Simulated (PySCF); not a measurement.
## Working out the ionisation energy of Li

Li [He] 2s1 (2S) → Li⁺ 1s2 (1S). All numbers are calculated (PySCF 2.14, no relativity, point nucleus, in def2-QZVPPD). Frozen: nothing. Energies in hartree (1 hartree = 27.21139 eV):

```json
{"part": "UHF", "Li (lower)": "-7.432739", "Li⁺ (upper)": "-7.236404"}
{"part": "MP2 opposite-spin", "Li (lower)": "-0.030310", "Li⁺ (upper)": "-0.029751"}
{"part": "MP2 same-spin", "Li (lower)": "-0.000311", "Li⁺ (upper)": "0.000000"}
```

Problem. What does Hartree-Fock give?

Solution. (-7.236404) − (-7.432739) = 0.196335 hartree = 5.343 eV.

Problem. What do MP2 and SCS-MP2 (6/5 opposite-spin, 1/3 same-spin) give?

Solution. The opposite-spin parts differ by 0.015 eV and the same-spin parts by 0.008 eV. MP2: 5.343 + (0.015) + (0.008) = 5.366 eV. SCS-MP2: 5.343 + 1.2 × (0.015) + (0.008)/3 = 5.364 eV.

Measured between the centres of the two terms (NIST): 5.392 eV, so MP2 (valence and next inner shell) is off by -0.026 eV.

What remains against the reference includes basis incompleteness and correlation beyond second order.
